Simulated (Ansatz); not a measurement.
System: CH4N, charge -1, multiplicity 1. It need not be the lowest isomer of its formula. Whether it binds its extra electron was not tested at this geometry. 
Geometry from a B3LYP-D3(BJ)/def2-TZVP (Ansatz, an electronic-structure program) optimisation:
SMILES: [CH2-]N
```xyz
6

C      0.0539     0.8008    -0.1018
N     -0.0720    -0.7052    -0.0853
H      0.2086    -1.1474     0.8011
H     -1.0512    -0.9432    -0.1940
H     -0.0943     1.2039     0.9288
H      1.1177     1.0182    -0.3277
```
Charge -1, spin multiplicity 1.

Basis-set convergence of Hartree-Fock and CCSD(T) correlation energies (hartree) with Ansatz. Valence correlation only, unless marked. Spin-orbit coupling is left out. No relativistic terms.

```json
[
 {"basis": "def2-SVPD", "functions": "72", "E(HF)": "-94.45282", "E(corr, CCSD(T))": "-0.39495"},
 {"basis": "def2-TZVPPD", "functions": "142", "E(HF)": "…", "E(corr, CCSD(T))": "…"}
]
```

Q: Fill in the missing entries.

A: 
- def2-TZVPPD, E(HF): -94.55977
- def2-TZVPPD, E(corr, CCSD(T)): -0.45891
